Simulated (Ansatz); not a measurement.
# Structure relaxation of MoBr

All numbers below come from Ansatz 0.2.0, DFT PBE, scalar-relativistic, plane waves, PAW. Cutoff 420 eV, Γ-centred k mesh, Gaussian smearing, collinear spin, first started from parallel moments.

MoBr was placed on the rock salt structure type (Fm-3m, No. 225), with Mo in place of Na, Br in place of Cl, at a guessed volume.

```
Mo Br
1.0
     0.00000    2.82453    2.82453
     2.82453    0.00000    2.82453
     2.82453    2.82453    0.00000
Mo Br
1 1
Cartesian
  0.0000 0.0000 0.0000
  2.8245 2.8245 2.8245
```

Cell and atoms relax at zero pressure; the relaxation can't lower the symmetry of the start.

The zero of energy is the elements' standard structures at the same level; no fitted shifts are applied.

(1) Which crystal results?

(2) What are its volume, energy, gap and moment?

Results:

(1) It keeps Fm-3m (No. 225). The result has the rock salt structure. Conventional cell: a = 5.689 Å. Around Mo lie 6 Br at 2.84 Å; Br is coordinated by 6 Mo at 2.84 Å.

Space group Fm-3m (No. 225). a = 5.689 Å, b = 5.689 Å, c = 5.689 Å, α = 90.00°, β = 90.00°, γ = 90.00°
```json
{"atom": "Mo", "site": "4a", "symmetry": "m-3m", "x": "0.0000", "y": "0.0000", "z": "0.0000"}
{"atom": "Br", "site": "4b", "symmetry": "m-3m", "x": "0.5000", "y": "0.0000", "z": "0.0000"}
```

(2) The volume per atom is 23.01 Å³ and the density is 6.35 g/cm³. The energy over the elements is 1.41 eV/atom, the gap on the 18×18×18 mesh is 0 eV (a metal) and the net moment per atom is 1.92 μB. The largest site moment is 2.97 μB.

The final run used a 18×18×18 mesh on its 2-atom cell and 0.10 eV smearing. The k mesh leaves about 4 meV/atom of noise in metals. A structure relaxed within its symmetry needn't be a true minimum.

Cost: 2 runs of about 1.9 core-minutes in all, on AMD EPYC 7R43 (Zen 3) (shared hosts).